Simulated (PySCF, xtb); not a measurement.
H₃Si, SMILES [SiH3] (connectivity only; charge and spin as stated), charge +1, multiplicity 1.

GFN2-xTB (xtb 6.7.1) at its own geometry gives an orbital gap of 4.04 eV.

Coordinates come from a B3LYP-D3(BJ)/def2-TZVPD optimisation. The spin state was assumed, not searched. The isomer is the one that the SMILES or the coordinates give; other isomers of the formula were not compared.

Q: What does PBE0/def2-TZVPD in PySCF give? (The exact figures need the calculation; the answer reports its results.)

A: gap 7.49 eV (levels -17.72 and -10.23 eV).
